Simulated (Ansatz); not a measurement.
`SC1NCO1` → `OC1NCS1`  (isomerisation)

Isolated molecules relaxed with PBE0-D4/def2-TZVP in Ansatz; ΔE leaves out vibrations. CCSD(T)/CBS is the MP2 limit (def2-TZVPP, def2-QZVPP) plus CCSD(T) − MP2 in def2-TZVPP, frozen cores. Each species was taken in one conformer, which may not be the lowest.

`SC1NCO1`:

```xyz
10

S     0.486   -1.618   -1.178
C    -0.287   -0.636    0.152
N     0.657    0.245    0.816
C    -0.064    1.347    0.183
O    -1.084    0.457   -0.269
H    -0.487   -2.538   -1.271
H    -0.843   -1.321    0.796
H     1.621    0.128    0.536
H    -0.459    2.094    0.879
H     0.460    1.841   -0.646
```

`OC1NCS1`:

Cartesian coordinates in Å:
```
O -0.377 1.725 0.934
C -0.243 0.771 -0.056
N -0.452 -0.552 0.456
C 0.675 -1.248 -0.146
S 1.472 0.323 -0.612
H -0.531 2.581 0.523
H -0.856 1.045 -0.927
H -1.369 -0.946 0.295
H 1.253 -1.848 0.560
H 0.428 -1.850 -1.027
```

```
             level  ΔE (kcal/mol)
    MP2/def2-QZVPP          -11.9
SCS-MP2/def2-QZVPP          -10.5
```

Question: What does CCSD(T)/CBS give? (Best estimate.)

Answer: The calculation gave: -10.8 kcal/mol. The listed levels differ from it by -1.1, 0.3 kcal/mol.

Largest T1 diagnostic among the species: 0.012.

In def2-TZVPP, CCSD(T) changes the Hartree–Fock value by −2.3 kcal/mol (the triples alone add −0.4 kcal/mol) and MP2 by −3.9 kcal/mol.
